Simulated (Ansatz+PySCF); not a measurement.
Results of a calculation; reference values are marked as such.
Input for PySCF 2.14.0:

```python
from pyscf import gto, scf

mol = gto.M(atom="""
N 0.000000 0.000000 -0.287870
H 0.000000 0.000000 2.015060
H 30.000000 0.000000 -1.242280
F 30.000000 0.000000 0.138030
""", basis='6-31g', charge=0, spin=2)
mf = scf.ROHF(mol)
mf.init_guess = '1e'
mf.kernel()
while True:  # follow internal instabilities
    mo, _, stable, _ = mf.stability(return_status=True)
    if stable: break
    mf.kernel(mf.make_rdm1(mo, mf.mo_occ))
print(mf.converged, mf.e_tot, mf.spin_square()[0])
```

The script is written out from the run's settings.

Results

* Converged: yes
* Total energy: -154.62181 hartree
* Spin squared of the determinant: 2.000

This is not the lowest solution: another run reaches a determinant 0.16 eV lower. Caution: an unrestricted determinant lies well below.
